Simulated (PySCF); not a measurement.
# Computed data sheet: `C=C(F)/C=C/F`

Compound: C4H4F2.
Atom-mapped SMILES: `[CH2:1]=[C:2]([F:3])/[CH:4]=[CH:5]/[F:6]` (hydrogens: H7, H8 on C1; H9 on C4; H10 on C5)

Some functional groups and rings: C=C double bond and C–F bond.

GFN2-xTB geometry:

- Point group of the GFN2-xTB geometry: Cs
- Rotational constants A, B, C of the GFN2-xTB geometry: 9.705, 1.914, 1.599 GHz

From PBE0/def2-SVPD ground state and vertical TDDFT (core frozen in the response) (PySCF):

- Dipole moment: 1.14 D
- HOMO energy: -7.07 eV
- LUMO energy: -1.13 eV
- HOMO–LUMO gap: 5.94 eV
- Lowest singlet excitation: 5.87 eV (211 nm, f = 0.648)
- Strongest line among the 6 lowest singlet transitions: S1 at 5.87 eV (211 nm, f = 0.648)
- Lowest triplet excitation (Tamm–Dancoff): 3.19 eV
- Static isotropic polarisability: 54.8 au
- Electronic spatial extent ⟨r²⟩ about the centre of nuclear charge: 667 bohr²

From PBE0/pcSseg-1 ground state and GIAO shieldings, non-relativistic (PySCF):

* Lowest Hirshfeld atomic charge: -0.13 e on C1
* Highest Hirshfeld atomic charge: +0.09 e on C2
* 13C chemical shifts (computed TMS as zero) by class: 170.1 (C2), 164.7 (C5), 113.2 (C4), 99.5 (C1) ppm
* 1H chemical shifts (computed TMS as zero) by class: 7.41 (H10), 5.98 (H9), 4.97 (H7), 4.63 (H8) ppm
* Isotropic shieldings of nuclei other than C and H, by class: 288 (F3), 292 (F6) ppm
* Mayer bond orders between heavy atoms: C1–C2 1.85, C2–F3 0.96, C2–C4 1.04, C4–C5 1.81, C5–F6 0.95

Monoisotopic mass from the formula: 90.0281 u.

The vertical singlet–triplet gap S1 − T1 is 2.68 eV (TDDFT singlet less Tamm–Dancoff triplet; S1: HOMO→LUMO, weight 0.97; T1: HOMO→LUMO, weight 0.96). The polarisability is 8.12 Å³ as a volume (1 au = 0.148185 Å³), or 1.19 au for each of the 46 electrons. The dipole equals about 3.8 × 10⁻³⁰ C·m (1 D = 3.33564 × 10⁻³⁰ C·m). The rotational constants make it an asymmetric top with κ = (2B − A − C)/(A − C) = -0.92, nearer the prolate limit (−1). No computed singlet falls in the visible range (750 to 380 nm, 1.65 to 3.26 eV); S1 lies 2.61 eV above its blue end. In wavenumbers S1 is 47300 cm⁻¹ (1 eV = 8065.54 cm⁻¹). S1 lies 0.07 eV below the HOMO–LUMO gap; its leading configuration is HOMO→LUMO, weight 0.97. With B = h/(8π²I), that is 505.379 GHz u Å² over I, the principal moments of inertia are 52.1, 264.0 and 316.1 u Å² (most abundant isotopes).

Geometry: GFN2-xTB, one conformer, isolated molecule.

For the TDDFT job (PBE0/def2-SVPD), on an Arm Neoverse V1 with one thread (shared host), this took 16 s of wall time (grids of density and orbitals included) and 0.68 GiB of memory at its peak.

Conformer computed: `[CH2:1]=[C:2]([F:3])/[CH:4]=[CH:5]/[F:6]`: C1–C2–C4–C5 180°.
